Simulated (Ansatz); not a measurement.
**BSiCl+ (doublet): the correlation ladder, cc-pVDZ**

How much of the correlation energy of BSiCl+ (doublet) does each wave-function method recover here?

Method: cc-pVDZ, core rule «outside noble gas», up to 11 orbitals frozen; program: Ansatz 0.2.0, Gaussian basis.

Plan: UHF; CCSD(T) on ROHF; CCSD(T) on UHF; BCCD(T) on ROHF; CISD; CCSDT(Q) on ROHF; CCSDT(Q) on UHF; CASSCF and MRCISD+Q, 11 electrons in 11 orbitals; CASSCF and NEVPT2, 11 electrons in 11 orbitals.

27 further runs of the same task are left out: 1 for a known fault of the program, 16 that didn't finish, 10 set aside as unsound or not needed.

**1. The geometry**

The geometry is a PBE0/def2-TZVP stationary point (not a proven minimum) of the parent state, kept for this charge and spin.

3 atoms, charge 1, spin multiplicity 2.

Atoms are counted from 1 here; the program's logs count them from 0.

Bond lengths: Cl1–B2 1.685 Å, B2–Si3 1.896 Å. Angles: Cl1–B2–Si3 180.0°.

In the tables R marks a restricted open-shell determinant and U an unrestricted one; 'valence' is the active space of 11 electrons in 11 orbitals; energies count from the table's Hartree-Fock row.

**2. UHF**

Input file in.yaml:

```yaml
crystal:
  periodic: [false, false, false]
  atoms:
    - {symbol: Cl, position_ang: [0.000000, 0.000000, 1.755629]}
    - {symbol: B, position_ang: [0.000000, 0.000000, 0.070266]}
    - {symbol: Si, position_ang: [0.000000, 0.000000, -1.825895]}
basis:
  gaussian: {orbitals: cc-pVDZ}
total_charge: 1
magnetization: {spin_polarized: true, initial_magnetization: 1}
hamiltonian: {xc: hf}
output: {orbitals: {seedname: orbitals}}
```

On the command line:

```console
$ ansatz run in.yaml --threads 1 --pin off --events-out ev --progress --plain --max-ram 2393MiB
```

Output:

```text
Functional definition: HF
  name "HF"
  cite "Fock, Z. Phys. 61, 126 (1930) doi:10.1007/BF01340294"
  parent pbe
  exchange = exact_x
  correlation = 0
512 factors; integrals over basis functions are off by at most 1.1e-3 eV
mean field evaluation 1: about -21026.0960 eV, gradient 1.6e1 eV
mean field evaluation 2: about -21026.1582 eV, gradient 1.6e1 eV
mean field evaluation 4: about -21028.4436 eV, gradient 1.9e0 eV
mean field evaluation 8: about -21028.4979 eV, gradient 2.4e-1 eV
mean field evaluation 16: about -21028.5302 eV, gradient 3.2e-1 eV
mean field evaluation 32: about -21028.4986 eV, gradient 3.3e-1 eV
mean field evaluation 64: about -21028.4026 eV, gradient 1.1e0 eV
mean field evaluation 96: about -21028.4979 eV, gradient 2.4e-1 eV
mean field evaluation 128: about -21028.4997 eV, gradient 5.7e-5 eV
mean field -21028.53894861 eV, -772.7845527059 hartree, gradient 2.6e-5 eV, S^2 1.032676; 3 other end points of the search recorded, 0 dependent functions left out
reference -21028.53894861 eV, -772.7845527059 hartree; 18, 17 occupied and 32, 33 virtual orbitals, 512 factors
Total energy: -21028.53894861 eV, -772.7845527059 hartree
```

Run time: 16 s. Hardware: 1 thread of Intel Xeon at 2.50GHz, shared host.

From the report: ⟨S²⟩ of the determinant 1.033 (pure doublet: 0.75).

**3. CCSD(T) on ROHF**

Changes to in.yaml since step 2:

```diff
@@ -9,4 +9,4 @@
 total_charge: 1
-magnetization: {spin_polarized: true, initial_magnetization: 1}
-hamiltonian: {xc: hf}
-output: {orbitals: {seedname: orbitals}}
+magnetization: {spin_polarized: false, initial_magnetization: 1}
+correlation: {method: ccsd_t, electrons: outside_noble_gas}
+output: {forces: true}
```

The command is unchanged.

Output (excerpt; [...] marks lines left out):

```text
Functional definition: HF
  name "HF"
  cite "Fock, Z. Phys. 61, 126 (1930) doi:10.1007/BF01340294"
  parent pbe
[...]
512 factors; integrals over basis functions are off by at most 1.1e-3 eV
[...]
mean field -21028.42760190 eV, -772.7804607898 hartree, gradient 1.0e-6 eV, S^2 0.750000; 2 other end points of the search recorded, 0 dependent functions left out
[...]
determinant -21028.42760190 eV, -772.7804607898 hartree, with singles and doubles -21036.28458284 eV, -773.0691995135 hartree
determinant -21025.85136288 eV, -772.6857857519 hartree, with singles and doubles -21033.86318884 eV, -772.9802149253 hartree
11 core orbitals not correlated: weight in the atoms' cores, before any rotation towards them, 1.000 or more for the frozen orbitals, at most 0.000 for the correlated occupied ones
reference -21028.42760190 eV, -772.7804607898 hartree; 7, 6 occupied and 32, 33 virtual orbitals, 512 factors
second order -6.80003437 eV of doubles, -0.04102689 eV of singles
cycle   1  -7.85685981 eV  change    1.2e-4 eV  update   9.5e-4
[...]
cycle   9  -7.85702413 eV  change    4.4e-7 eV  update   6.6e-7
perturbative correction -0.29216455 eV, -0.0107368492 hartree
[...]
Total energy: -21036.57679059 eV, -773.0799379502 hartree
Atom 0 at     0.000000     0.000000     1.755629 Å, force     0.000000     0.000000    -1.149005 eV/Å
Atom 1 at     0.000000     0.000000     0.070266 Å, force    -0.000000    -0.000000     3.858271 eV/Å
Atom 2 at     0.000000     0.000000    -1.825895 Å, force     0.000000     0.000000    -2.709265 eV/Å
Dipole moment:    -0.000000    -0.000000    -0.511022 e Å
```

It took 56 s on 1 thread of Intel Xeon at 2.50GHz, shared host.

From the report: correlation -8.1492 eV; T1 0.024; largest double amplitude 0.08.

**4. CCSD(T) on UHF**

Changes to in.yaml since step 3:

```diff
@@ -9,3 +9,3 @@
 total_charge: 1
-magnetization: {spin_polarized: false, initial_magnetization: 1}
+magnetization: {spin_polarized: true, initial_magnetization: 1}
 correlation: {method: ccsd_t, electrons: outside_noble_gas}
```

Launched as before.

Output (excerpt; [...] marks lines left out):

```text
Functional definition: HF
  name "HF"
  cite "Fock, Z. Phys. 61, 126 (1930) doi:10.1007/BF01340294"
  parent pbe
[...]
512 factors; integrals over basis functions are off by at most 1.1e-3 eV
[...]
mean field -21028.53894861 eV, -772.7845527059 hartree, gradient 1.5e-6 eV, S^2 1.032674; 12 other end points of the search recorded, 0 dependent functions left out
determinant -21028.53894861 eV, -772.7845527059 hartree, with singles and doubles -21036.22966500 eV, -773.0671813202 hartree
determinant -21026.98666172 eV, -772.7275072146 hartree, with singles and doubles -21034.53840967 eV, -773.0050288331 hartree
determinant -21026.75128977 eV, -772.7188574552 hartree, with singles and doubles -21034.42203798 eV, -773.0007522525 hartree
determinant -21026.15978594 eV, -772.6971200904 hartree, with singles and doubles -21033.84090258 eV, -772.9793959203 hartree
[...]
11 core orbitals not correlated: weight in the atoms' cores, before any rotation towards them, 1.000 or more for the frozen orbitals, at most 0.000 for the correlated occupied ones
reference -21028.53894861 eV, -772.7845527059 hartree; 7, 6 occupied and 32, 33 virtual orbitals, 512 factors
second order -6.58970531 eV of doubles, -0.00000000 eV of singles
cycle   1  -7.69830097 eV  change   -7.6e-3 eV  update   1.1e-2
[...]
cycle  16  -7.73816924 eV  change   -4.5e-7 eV  update   4.4e-7
perturbative correction -0.29436702 eV, -0.0108177883 hartree
[...]
WARN: the results are in doubt because the forces break the atoms' symmetry
Total energy: -21036.57148487 eV, -773.0797429688 hartree
Atom 0 at     0.000000     0.000000     1.755629 Å, force    -0.001603     0.000000    -1.149581 eV/Å
Atom 1 at     0.000000     0.000000     0.070266 Å, force     0.003027     0.000000     3.893780 eV/Å
Atom 2 at     0.000000     0.000000    -1.825895 Å, force    -0.001424     0.000000    -2.744199 eV/Å
Dipole moment:    -0.000118    -0.000000    -0.506326 e Å
In doubt: the forces break the atoms' symmetry
```

Run time: 70 s. Hardware: 1 thread of Intel Xeon at 2.50GHz, shared host.

From the report: ⟨S²⟩ of the determinant 1.033 (pure doublet: 0.75); correlation -8.0325 eV; T1 0.064; largest double amplitude 0.08. The program marks this result as in doubt; its last lines say why.

**5. BCCD(T) on ROHF**

Changes to in.yaml since step 4:

```diff
@@ -9,4 +9,3 @@
 total_charge: 1
-magnetization: {spin_polarized: true, initial_magnetization: 1}
-correlation: {method: ccsd_t, electrons: outside_noble_gas}
-output: {forces: true}
+magnetization: {spin_polarized: false, initial_magnetization: 1}
+correlation: {method: bccd_t, electrons: outside_noble_gas}
```

Launched as before.

Output (excerpt; [...] marks lines left out):

```text
Functional definition: HF
  name "HF"
  cite "Fock, Z. Phys. 61, 126 (1930) doi:10.1007/BF01340294"
  parent pbe
[...]
512 factors; integrals over basis functions are off by at most 1.1e-3 eV
[...]
mean field -21028.42760190 eV, -772.7804607898 hartree, gradient 1.0e-6 eV, S^2 0.750000; 2 other end points of the search recorded, 0 dependent functions left out
[...]
determinant -21028.42760190 eV, -772.7804607898 hartree, with singles and doubles -21036.28458284 eV, -773.0691995135 hartree
determinant -21025.85136288 eV, -772.6857857519 hartree, with singles and doubles -21033.86318884 eV, -772.9802149253 hartree
11 core orbitals not correlated: weight in the atoms' cores, before any rotation towards them, 1.000 or more for the frozen orbitals, at most 0.000 for the correlated occupied ones
reference -21028.42760190 eV, -772.7804607898 hartree; 7, 6 occupied and 32, 33 virtual orbitals, 512 factors
second order -6.80003437 eV of doubles, -0.04102689 eV of singles
cycle   1  -7.83555084 eV  change    2.1e-2 eV  update   1.5e-2
[...]
cycle   9  -7.83393395 eV  change    4.7e-7 eV  update   6.9e-6
perturbative correction -0.31831783 eV, -0.0116979645 hartree
Total energy: -21036.57985369 eV, -773.0800505170 hartree
```

Run time: 24 s. Hardware: 1 thread of Intel Xeon at 2.50GHz, shared host.

From the report: correlation -8.1523 eV; largest double amplitude 0.08.

**6. CISD**

Changes to in.yaml since step 5:

```diff
@@ -10,2 +10,2 @@
 magnetization: {spin_polarized: false, initial_magnetization: 1}
-correlation: {method: bccd_t, electrons: outside_noble_gas}
+correlation: {active_space: {ras: {orbitals: [6, 1, 32], electrons: 13, max_holes: 2, max_particles: 2}, fixed_orbitals: true}}
```

Same command.

Output:

```text
Functional definition: HF
  name "HF"
  cite "Fock, Z. Phys. 61, 126 (1930) doi:10.1007/BF01340294"
  parent pbe
  exchange = exact_x
  correlation = 0
512 factors; integrals over basis functions are off by at most 1.1e-3 eV
mean field evaluation 1: about -21026.0761 eV, gradient 2.2e1 eV
mean field evaluation 2: about -21026.1376 eV, gradient 2.2e1 eV
mean field evaluation 4: about -21028.3793 eV, gradient 2.7e0 eV
mean field evaluation 8: about -21028.4272 eV, gradient 2.2e-1 eV
mean field evaluation 16: about -21028.1973 eV, gradient 4.2e0 eV
mean field evaluation 32: about -21013.9931 eV, gradient 2.5e1 eV
mean field -21028.42760190 eV, -772.7804607898 hartree, gradient 1.0e-6 eV, S^2 0.750000; 1 other end points of the search recorded, 0 dependent functions left out
reference -21028.42760190 eV, -772.7804607898 hartree; 18, 17 occupied and 32, 33 virtual orbitals, 512 factors
state -21035.47045729 eV, -773.0392809513 hartree
Total energy: -21035.47045729 eV, -773.0392809513 hartree
```

Wall time 15 s (1 thread of Intel Xeon at 2.50GHz, shared host).

From the report: 25,939 determinants.

**7. CCSDT(Q) on ROHF**

Changes to in.yaml since step 6:

```diff
@@ -10,2 +10,2 @@
 magnetization: {spin_polarized: false, initial_magnetization: 1}
-correlation: {active_space: {ras: {orbitals: [6, 1, 32], electrons: 13, max_holes: 2, max_particles: 2}, fixed_orbitals: true}}
+correlation: {method: ccsdt_q, electrons: outside_noble_gas}
```

Same command.

Output (excerpt; [...] marks lines left out):

```text
Functional definition: HF
  name "HF"
  cite "Fock, Z. Phys. 61, 126 (1930) doi:10.1007/BF01340294"
  parent pbe
[...]
921 factors; integrals over basis functions are off by at most 1.6e-7 eV
[...]
mean field -21028.42763237 eV, -772.7804619095 hartree, gradient 2.4e-6 eV, S^2 0.750000; 2 other end points of the search recorded, 0 dependent functions left out
[...]
determinant -21028.42763237 eV, -772.7804619095 hartree, with singles and doubles -21036.28462861 eV, -773.0692011957 hartree
determinant -21025.85139250 eV, -772.6857868403 hartree, with singles and doubles -21033.86322980 eV, -772.9802164307 hartree
11 core orbitals not correlated: weight in the atoms' cores, before any rotation towards them, 1.000 or more for the frozen orbitals, at most 0.000 for the correlated occupied ones
reference -21028.42763237 eV, -772.7804619095 hartree; 7, 6 occupied and 32, 33 virtual orbitals, 921 factors
second order -6.80005827 eV of doubles, -0.04102697 eV of singles
cycle   1  -7.47228862 eV  change   -6.3e-1 eV  update   1.1e-1
[...]
cycle  19  -8.19028734 eV  change    8.3e-8 eV  update   8.0e-7
perturbative correction -0.01511876 eV, -0.0005556042 hartree
Total energy: -21036.63303847 eV, -773.0820050217 hartree
```

Wall time 2.3 min (1 thread of Intel Xeon at 2.50GHz, shared host); peak memory 0.58 GiB.

From the report: correlation -8.2054 eV; T1 0.025; largest double amplitude 0.09.

**8. CCSDT(Q) on UHF**

Changes to in.yaml since step 7:

```diff
@@ -9,3 +9,3 @@
 total_charge: 1
-magnetization: {spin_polarized: false, initial_magnetization: 1}
+magnetization: {spin_polarized: true, initial_magnetization: 1}
 correlation: {method: ccsdt_q, electrons: outside_noble_gas}
```

The command is unchanged.

Output (excerpt; [...] marks lines left out):

```text
Functional definition: HF
  name "HF"
  cite "Fock, Z. Phys. 61, 126 (1930) doi:10.1007/BF01340294"
  parent pbe
[...]
921 factors; integrals over basis functions are off by at most 1.6e-7 eV
[...]
mean field -21028.53898156 eV, -772.7845539165 hartree, gradient 9.7e-6 eV, S^2 1.032682; 12 other end points of the search recorded, 0 dependent functions left out
determinant -21028.53898156 eV, -772.7845539165 hartree, with singles and doubles -21036.22971029 eV, -773.0671829846 hartree
determinant -21026.98670025 eV, -772.7275086307 hartree, with singles and doubles -21034.53844976 eV, -773.0050303066 hartree
determinant -21026.75133025 eV, -772.7188589429 hartree, with singles and doubles -21034.42207818 eV, -773.0007537298 hartree
determinant -21026.15981967 eV, -772.6971213297 hartree, with singles and doubles -21033.84094043 eV, -772.9793973114 hartree
determinant -21028.49970449 eV, -772.7831105111 hartree, with singles and doubles -21036.28715198 eV, -773.0692939277 hartree
11 core orbitals not correlated: weight in the atoms' cores, before any rotation towards them, 1.000 or more for the frozen orbitals, at most 0.000 for the correlated occupied ones
reference -21028.53898156 eV, -772.7845539165 hartree; 7, 6 occupied and 32, 33 virtual orbitals, 921 factors
second order -6.58971977 eV of doubles, -0.00000000 eV of singles
cycle   1  -7.19683811 eV  change   -6.1e-1 eV  update   1.1e-1
[...]
cycle  36  -8.07806647 eV  change   -7.3e-7 eV  update   5.3e-7
perturbative correction -0.02162680 eV, -0.0007947704 hartree
Total energy: -21036.63867483 eV, -773.0822121543 hartree
```

Run time: 3.6 min. Hardware: 1 thread of Intel Xeon at 2.50GHz, shared host; peak memory 0.48 GiB.

From the report: ⟨S²⟩ of the determinant 1.033 (pure doublet: 0.75); correlation -8.0997 eV; T1 0.070; largest double amplitude 0.10.

**9. CASSCF and MRCISD+Q, 11 electrons in 11 orbitals**

Changes to in.yaml since step 8:

```diff
@@ -9,3 +9,3 @@
 total_charge: 1
-magnetization: {spin_polarized: true, initial_magnetization: 1}
-correlation: {method: ccsdt_q, electrons: outside_noble_gas}
+magnetization: {spin_polarized: false, initial_magnetization: 1}
+correlation: {method: fic_mrcisd_q, electrons: outside_noble_gas, active_space: {window: {electrons: 11, orbitals: 11}, shells: [{species: B, l: s, shell: 2}, {species: B, l: p, shell: 2}, {species: Cl, l: p, shell: 3}, {species: Si, l: s, shell: 3}, {species: Si, l: p, shell: 3}]}}
```

Launched as before.

Output (excerpt; [...] marks lines left out):

```text
Functional definition: HF
  name "HF"
  cite "Fock, Z. Phys. 61, 126 (1930) doi:10.1007/BF01340294"
  parent pbe
[...]
921 factors; integrals over basis functions are off by at most 1.6e-7 eV
[...]
mean field -21028.42763237 eV, -772.7804619095 hartree, gradient 2.4e-6 eV, S^2 0.750000; 1 other end points of the search recorded, 0 dependent functions left out
reference -21028.42763237 eV, -772.7804619095 hartree; 18, 17 occupied and 32, 33 virtual orbitals, 921 factors
state -21031.06144412 eV, -772.8772527058 hartree
contracted CI cycle   1: correlation 0.00000000 eV, 0.0000000000 hartree, residual 1.82e1 eV
contracted CI cycle   2: correlation -4.85896388 eV, -0.1785636290 hartree, residual 3.42e0 eV
contracted CI cycle   3: correlation -5.04042524 eV, -0.1852322111 hartree, residual 8.32e-1 eV
contracted CI cycle   4: correlation -5.05078015 eV, -0.1856127471 hartree, residual 2.28e-1 eV
contracted CI cycle   5: correlation -5.05154701 eV, -0.1856409287 hartree, residual 6.32e-2 eV
contracted CI cycle   6: correlation -5.05161003 eV, -0.1856432445 hartree, residual 1.81e-2 eV
contracted CI cycle   7: correlation -5.05161510 eV, -0.1856434309 hartree, residual 5.15e-3 eV
contracted CI cycle   8: correlation -5.05161551 eV, -0.1856434460 hartree, residual 1.45e-3 eV
state -21031.06144412 eV, -772.8772527058 hartree; corrected -21036.55935325 eV, -773.0792971398 hartree
Total energy: -21036.55935325 eV, -773.0792971398 hartree
Checks for a lower state left out: starts, orbital_swaps
```

It took 2 min on 1 thread of Intel Xeon at 2.50GHz, shared host; peak memory 0.96 GiB.

From the report: 53,336 determinants; active occupations 1.98, 1.98, 1.97, 1.97, 1.91, 1.00, 0.07, 0.03, 0.03, 0.03, 0.02.

**10. CASSCF and NEVPT2, 11 electrons in 11 orbitals**

Input file in.yaml:

```yaml
crystal:
  periodic: [false, false, false]
  atoms:
    - {symbol: Cl, position_ang: [0.000000, 0.000000, 1.755629]}
    - {symbol: B, position_ang: [0.000000, 0.000000, 0.070266]}
    - {symbol: Si, position_ang: [0.000000, 0.000000, -1.825895]}
basis:
  gaussian: {orbitals: cc-pVDZ}
total_charge: 1
magnetization: {spin_polarized: false, initial_magnetization: 1}
correlation: {method: sc_nevpt2, electrons: outside_noble_gas, active_space: {window: {electrons: 11, orbitals: 11}, shells: [{species: B, l: s, shell: 2}, {species: B, l: p, shell: 2}, {species: Cl, l: p, shell: 3}, {species: Si, l: s, shell: 3}, {species: Si, l: p, shell: 3}]}}
```

Launched as before.

Output:

```text
Functional definition: HF
  name "HF"
  cite "Fock, Z. Phys. 61, 126 (1930) doi:10.1007/BF01340294"
  parent pbe
  exchange = exact_x
  correlation = 0
921 factors; integrals over basis functions are off by at most 1.6e-7 eV
mean field evaluation 1: about -21026.0897 eV, gradient 2.2e1 eV
mean field evaluation 2: about -21026.1364 eV, gradient 2.2e1 eV
mean field evaluation 4: about -21028.3803 eV, gradient 2.7e0 eV
mean field evaluation 8: about -21028.4272 eV, gradient 2.2e-1 eV
mean field evaluation 16: about -21028.1988 eV, gradient 4.2e0 eV
mean field evaluation 32: about -21013.9952 eV, gradient 2.5e1 eV
mean field -21028.42763237 eV, -772.7804619095 hartree, gradient 2.4e-6 eV, S^2 0.750000; 1 other end points of the search recorded, 0 dependent functions left out
reference -21028.42763237 eV, -772.7804619095 hartree; 18, 17 occupied and 32, 33 virtual orbitals, 921 factors
state -21031.06144412 eV, -772.8772527058 hartree
state -21031.06144412 eV, -772.8772527058 hartree; corrected -21035.47567487 eV, -773.0394726939 hartree
Total energy: -21035.47567487 eV, -773.0394726939 hartree
Checks for a lower state left out: starts, orbital_swaps
```

It took 87 s on 1 thread of Intel Xeon at 2.50GHz, shared host.

From the report: 53,336 determinants; active occupations 1.98, 1.98, 1.97, 1.97, 1.91, 1.00, 0.07, 0.03, 0.03, 0.03, 0.02.

**11. Natural occupations**

Natural occupations of the CASSCF valence state about the gap (report; correlated orbitals 1 to 10): 1.983, 1.979, 1.972, 1.969, 1.915, 0.999, 0.073, 0.031, 0.030, 0.029. The count of effectively unpaired electrons, Σ n²(2 − n)², is 1.07; a single determinant of this spin has 1.

**12. Misses and costs**

The yardstick is UCCSDT(Q), where the cluster series has nearly closed. Rows without a time come out of other runs: HF, MP2 and CCSD of CCSD(T), CCSDT of CCSDT(Q), CASSCF and MRCISD of the multireference runs. The times of RCCSD(T), UCCSD(T) include forces.

Differences are taken before rounding.

| method | energy from the lowest RHF (kJ/mol) | from UCCSDT(Q) (kJ/mol) | time |
| --- | --- | --- | --- |
| RHF | 0.0 | +792.2 |  |
| UHF | -10.7 | +781.5 |  |
| RMP2 | -660.1 | +132.2 |  |
| UMP2 | -646.6 | +145.7 |  |
| CISD | -679.5 | +112.7 | 15 s |
| RCCSD | -758.1 | +34.2 |  |
| UCCSD | -757.4 | +34.9 |  |
| RCCSD(T) | -786.3 | +6.0 | 56 s |
| UCCSD(T) | -785.8 | +6.5 | 70 s |
| BCCD(T) | -786.6 | +5.7 | 24 s |
| RCCSDT | -790.2 | +2.0 |  |
| UCCSDT | -790.2 | +2.1 |  |
| RCCSDT(Q) | -791.7 | +0.5 | 2.3 min |
| UCCSDT(Q) | -792.2 | 0 | 3.6 min |
| CASSCF valence | -254.1 | +538.1 |  |
| NEVPT2 valence | -680.0 | +112.2 | 87 s |
| MRCISD valence | -741.5 | +50.7 |  |
| MRCISD+Q valence | -784.6 | +7.7 | 2 min |

Among the levels timed on like hardware and quicker than the yardstick, those that no quicker one beats, quickest first: CISD (15 s, +112.7 kJ/mol); BCCD(T) (24 s, +5.7 kJ/mol); RCCSDT(Q) (2.3 min, +0.5 kJ/mol).

The program flags UCCSD(T) as in doubt (see the logs), so those rows may rest on another solution; read them beside their warnings.

**13. Outcome**

| quantity | value |
| --- | --- |
| UCCSDT(Q) below the RHF energy | -8.2111 eV |
| RMP2 from UCCSDT(Q) | +132.2 kJ/mol |
| UMP2 from UCCSDT(Q) | +145.7 kJ/mol |
| RCCSD from UCCSDT(Q) | +34.2 kJ/mol |
| RCCSD(T) from UCCSDT(Q) | +6.0 kJ/mol |
| UCCSD(T) from UCCSDT(Q) | +6.5 kJ/mol |
| RCCSDT(Q) from UCCSDT(Q) | +0.5 kJ/mol |
| NEVPT2 valence from UCCSDT(Q) | +112.2 kJ/mol |
| MRCISD+Q valence from UCCSDT(Q) | +7.7 kJ/mol |
| levels within 1 kcal/mol (43 meV) | RCCSDT, UCCSDT, RCCSDT(Q) |
| T1 diagnostic | 0.024 |
| effectively unpaired electrons | 1.07 |

In words: RCCSD(T) lands +6.0 kJ/mol from the yardstick (0.8 % of the correlation energy). One determinant dominates. Of the multireference levels listed MRCISD+Q valence comes nearest in total energy (+7.7 kJ/mol), which doesn't show that its space is the better one. These misses are within one basis, not against nature; the frozen cores of restricted and unrestricted runs differ, which can shift their rows.

RCCSDT(Q) reaches 0.5 kJ/mol from the reference in 2.3 min, where UCCSDT(Q) took 3.6 min; the quickest level in the cost chart, CISD, takes 15 s and misses by 112.7 kJ/mol.
